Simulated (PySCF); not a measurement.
B3LYP has the VWN-RPA correlation part, as in Gaussian. 

## HS, SMILES `[SH]` (charge 0, multiplicity 2)

All values below come from B3LYP-D3(BJ)/def2-TZVP // BP86-D3(BJ)/def2-SVP in PySCF.

```
Property                                            Result
-----------------------------  ---------------------------
highest occupied spin orbital                     -7.17 eV
dipole moment                                       0.86 D
total energy                                  -398.7747 Ha
cost                           very roughly 9 core-seconds
```

Bonds (Å): S1–H2 1.367.
Charge 0, spin multiplicity 2.
